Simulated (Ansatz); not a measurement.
The same path of CH5BO + H2 (10 atoms, charge 0, multiplicity 1) was run twice with different band settings. Lost on the way: B1–C2, H9–H10. Made: B1–H9, C2–H10.

Method: RKS B3LYP-D4/def2-SVP (Ansatz 0.2.0).

Relaxed end points:

```xyz
10
Properties=species:S:1:pos:R:3
B 0.255 0.248 0.298
C 0.154 0.414 1.853
H -0.727 -0.122 2.249
H 1.053 0.075 2.390
H -0.016 1.479 2.097
O 1.425 -0.154 -0.257
H 1.391 -0.213 -1.219
H -0.691 0.489 -0.429
H -0.789 -3.038 0.462
H -0.694 -2.703 1.138
```

```xyz
10
Properties=species:S:1:pos:R:3
B -0.137 -0.728 -0.928
C 0.008 -0.094 2.617
H -0.719 0.592 3.075
H 0.740 -0.413 3.374
H 0.526 0.419 1.793
O 0.903 0.132 -0.956
H 1.756 -0.287 -0.778
H -1.230 -0.262 -1.136
H 0.034 -1.906 -0.704
H -0.520 -0.977 2.226
```

Common settings: movable images 5; climbing image yes; spring 5.0 eV/Å²; optimiser quadratic models (default); start path through a guess of the saddle point; iteration limit 60; end points relaxed.

| run | force threshold |
| --- | --- |
| 1 | 0.05 eV/Å |
| 2 | 0.5 eV/Å |

Question: What does each run give, and how far can it be trusted?

Answer: Run 1: converged after 10 iterations, highest image 1.815 eV above the first end. Neighbouring images differ by up to 1.7 eV, so the band resolves the path poorly. A vibrational analysis at the climbing image gives 2 clearly imaginary modes (1194i, 280i cm⁻¹): a point of higher order, so a lower path passes nearby.
Run 2: converged after 5 iterations, highest image 1.844 eV above the first end. The threshold of 0.5 eV/Å is loose, so the images may lie well off the minimum-energy path. Neighbouring images differ by up to 1.7 eV, so the band resolves the path poorly. The order of the stationary point at the top wasn't checked.
The orbitals stay closed-shell, which can raise the energy where a bond breaks towards radicals; this wasn't checked here.
